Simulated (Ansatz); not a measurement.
Species: HS, charge 0, multiplicity 2. SMILES: [SH]
Coordinates optimised at B3LYP-D3(BJ)/def2-TZVP (Ansatz, an electronic-structure program):
```
S
H 1 1.3473
```
Charge 0, spin multiplicity 2.

Wanted: atomisation energy (electronic, to ground-state atoms), in kcal/mol. Correlated levels leave the core frozen unless marked. Open shells are spin-unrestricted. No spin-orbit coupling. Non-relativistic. The coupled-cluster limit lacks core correlation, which all-electron functionals hold. CBS(X,Y): correlation extrapolated as X^-3; Hartree-Fock from the larger set (for Q and 5 zeta extrapolated as (X+1)exp(-9√X)).

```csv
level,program,atomisation energy (kcal/mol)
BLYP/def2-TZVPD,Ansatz,(withheld)
RPA@PBE/cc-pV(Q+d)Z,Ansatz,84.6
SCS-MP2/6-31G*,Ansatz,70.4
SCS-MP2/def2-SVP,Ansatz,78.3
SCS-MP2/def2-QZVPP,Ansatz,86.6
CCSD/def2-SVPD,Ansatz,80.5
CCSD/cc-pV(T+d)Z,Ansatz,(withheld)
"CCSD(T)/CBS(cc-pV(Q+d)Z,cc-pV(5+d)Z)",Ansatz,(withheld)
```

Problem. Fill in the missing entries.

Solution. 
- BLYP/def2-TZVPD, atomisation energy (kcal/mol): 87.6
- CCSD/cc-pV(T+d)Z, atomisation energy (kcal/mol): 83.6
- CCSD(T)/CBS(cc-pV(Q+d)Z,cc-pV(5+d)Z), atomisation energy (kcal/mol): 87.5
